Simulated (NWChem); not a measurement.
# PBE0/def2-TZVP run of [NH2]− (SMILES [NH2-])

Aim: the vertical ionisation energy of [NH2]− at PBE0/def2-TZVP, from 2 runs. 

The calculation is run with NWChem 7.3.0.

### Step 1. The structure to begin with

[NH2]−: 3 atoms, total charge -1, spin state singlet. As SMILES, `[NH2-]`. The shape is that of a PBE0-D4/def2-TZVPD optimisation.

Bond lengths: N1–H2 1.027 Å, N1–H3 1.027 Å. Angles: H2–N1–H3 101.8°.

### Step 2. The energy at PBE0/def2-TZVP

sp.nw

```
START sp
TITLE "H2N"
memory 2200 mb
charge -1

GEOMETRY noautosym nocenter noautoz
  N        0.342200      -0.203000       0.168700
  H        0.125500       0.801200       0.156000
  H       -0.467700      -0.598200      -0.324700
END

BASIS spherical bse
  * library def2-TZVP
END

DFT
  xc pbe0
  mult 1
  grid fine
  convergence energy 1e-08
  iterations 100
  mulliken
  noprint "final vectors analysis"
END

TASK dft
```

Run with:

```sh
$ nwchem sp.nw > sp.out
```

Output:

```text
[...]
          Wavefunction type:  closed shell.
          No. of atoms     :     3
          No. of electrons :    10
[...]
          Charge           :    -1
          Spin multiplicity:     1
[...]
          AO basis - number of functions:    43
[...]
              XC Information
              --------------
                         PBE0 Method XC Functional
                     Hartree-Fock (Exact) Exchange  0.250
          PerdewBurkeErnzerhof Exchange Functional  0.750
            Perdew 1991 LDA Correlation Functional  1.000 local
           PerdewBurkeErnz. Correlation Functional  1.000 non-local
[...]
 d= 0,ls=0.0,diis     1    -55.6679647935 -6.32D+01  3.52D-02  1.83D+00     0.4
[...]
 d= 0,ls=0.0,diis     8    -55.8345066750 -1.34D-10  1.81D-07  4.22D-11     2.3
         Total DFT energy =      -55.834506674995
      One electron energy =      -93.588319638944
           Coulomb energy =       37.986564998330
    Exchange-Corr. energy =       -7.775604996725
 Nuclear repulsion energy =        7.542852962344
[...]
      Total Density - Mulliken Population Analysis
     ---------------------------------------------
    Atom       Charge   Shell Charges
 -----------   ------   -------------------------------------------------------
    1 N    7     8.16   0.82  1.15  0.58  0.75  0.47  1.47  1.48  1.42  0.00  0.02  0.00
    2 H    1     0.92   0.27  0.42  0.18  0.04
    3 H    1     0.92   0.27  0.42  0.18  0.04
[...]
```

It took 2.8 s on 1 thread of Intel Xeon Platinum 8259CL at 2.50GHz (Skylake/Cascade Lake), shared host; peak memory 0.11 GiB.

### Step 3. Doublet neutral NH2, same level

h2n.nw

```
start h2n
title "H2N"
memory 2200 mb

geometry units au noautosym nocenter noautoz
  N   0.64666428 -0.38361440  0.31879680
  H   0.23716063  1.51404857  0.29479728
  H  -0.88382491 -1.13043417 -0.61359407
end

basis spherical bse
  * library def2-TZVP
end

dft
  xc pbe0
  mult 2
  grid fine
  convergence energy 1e-08
  iterations 100
  mulliken
  print low
end

task dft
```

Run with:

```sh
$ nwchem h2n.nw > h2n.out
```

Output:

```text
[...]
 d= 0,ls=0.0,diis     1    -55.8187194619 -6.34D+01  2.56D-03  4.54D-02     0.5
[...]
 d= 0,ls=0.0,diis     8    -55.8345946372 -3.61D-09  9.34D-07  8.14D-10     3.2
[...]
         Total DFT energy =      -55.834594637182
      One electron energy =      -90.204465811683
           Coulomb energy =       34.359038239976
    Exchange-Corr. energy =       -7.532019486404
 Nuclear repulsion energy =        7.542852420929
[...]
      Total Density - Mulliken Population Analysis
     ---------------------------------------------
    Atom       Charge   Shell Charges
 -----------   ------   -------------------------------------------------------
    1 N    7     7.44   0.82  1.15  0.60  0.88  0.32  1.41  1.47  0.75  0.01  0.02  0.00
    2 H    1     0.78   0.27  0.41  0.07  0.03
    3 H    1     0.78   0.27  0.41  0.07  0.03
[...]
      <S2> =      0.7536 (Exact =     0.7500)
[...]
```

Wall time 3.9 s (1 thread of Intel Xeon Platinum 8259CL at 2.50GHz (Skylake/Cascade Lake), shared host); peak memory 0.11 GiB.

### Step 4. Summary of results

At PBE0/def2-TZVP:

```
                                           quantity         value
                       singlet [NH2]−: total energy  -55.83451 Eh
                  doublet neutral NH2: total energy  -55.83459 Eh
                          doublet neutral NH2: ⟨S²⟩         0.754
vertical detachment energy (to the doublet neutral)     -0.002 eV
```

**Reading.** The species is unbound against losing an electron at this level, by 0.00 eV (−0.1 kcal/mol); missing correlation or diffuse functions can give that sign where the real anion is bound. Mulliken charges (singlet [NH2]−) run from -1.16 on N1 to +0.08 on H2.
